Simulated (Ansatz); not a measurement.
# SiN+ (quintet): from Hartree-Fock to the top rungs, def2-QZVPP

One table from this session's results is given with a row withheld; the runs are named, their logs left out.

Method: def2-QZVPP, core rule «outside noble gas», up to 6 orbitals frozen; program: Ansatz 0.2.0, Gaussian basis.

Plan: UHF; ROHF; CCSD(T) on UHF.

2 further runs of the same task are left out: 2 set aside as unsound or not needed.

### The system

The geometry is a PBE0/def2-TZVP stationary point (not a proven minimum) of the parent state, kept for this charge and spin.

2 atoms, charge 1, spin multiplicity 5.

Atoms are counted from 1 here; the program's logs count them from 0.

Bond lengths: Si1–N2 1.785 Å.

Set-up of the first run:

File in.yaml:

```yaml
crystal:
  periodic: [false, false, false]
  atoms:
    - {symbol: Si, position_ang: [0.000000, 0.000000, 0.000000]}
    - {symbol: N, position_ang: [0.000000, 0.000000, 1.785400]}
basis:
  gaussian: {orbitals: "def2-QZVPP.json"}
total_charge: 1
magnetization: {spin_polarized: true, initial_magnetization: 4}
hamiltonian: {xc: hf}
output: {orbitals: {seedname: orbitals}}
```

On the command line:

```bash
ansatz run in.yaml --threads 1 --pin off --events-out ev --progress --plain --max-ram 2393MiB
```

Steps of the session up to this table: UHF; ROHF; CCSD(T) on UHF.

One table of the session follows, with a row left open; its other results are not shown here.

```
  method  from UCCSD(T) (meV)
    ROHF              +5989.2
     UHF              +5669.4
    UMP2              +1015.0
   UCCSD                    ?
UCCSD(T)                    0
```

**Question.** Estimate the row for UCCSD.

The run gave: from UCCSD(T) (meV): +221.2. In the column «from UCCSD(T) (meV)» it lies between UCCSD(T) (0) and UMP2 (+1015.0).
